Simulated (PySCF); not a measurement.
## Ionisation of hydrogen fluoride

Parent: hydrogen fluoride, `F` (HF). Atom numbers as in the mapped SMILES `[FH:1]`.

Energies: B3LYP-D3(BJ)/ma-def2-TZVP (PySCF, density fitting, integration grid level 2) on PBE0-D3(BJ)/def2-SVP structures. Zero-point and thermal terms (298.15 K, 1 bar) come from unscaled PBE0-D3(BJ)/def2-SVP harmonic frequencies, with soft modes damped to free rotors in the entropy.

Frontier levels of the parent: HOMO -11.52 eV, LUMO 0.19 eV.

Oxidation to the radical cation:
- Vertical ionisation energy (electronic): 16.30 eV
- Adiabatic ionisation energy (with zero-point energy): 16.04 eV
- Adiabatic, electronic part: 16.11 eV
- Vertical gap at the product's structure: 15.92 eV
- Inner reorganisation energy (four-point): 372 meV
- Relaxation of product / of parent: 186 / 187 meV
- ⟨S²⟩ of the product: 0.752
- Largest spin populations: F1 1.02
- Largest changes of atomic charge: F1 0.85, H (on F1) 0.15
- Distances that move most (Å): F1–H 0.920 → 1.014

Against the Active Thermochemical Tables (version 1.112): ionisation energy to the radical cation 16.05 (computed 16.04, error -0.01) eV.

Measured values (NIST Chemistry WebBook, evaluated or the median of agreeing entries): vertical ionisation energy 16.12 eV (computed 16.30, difference 0.18); adiabatic ionisation energy 16.03 eV (computed 16.04, difference 0.01).
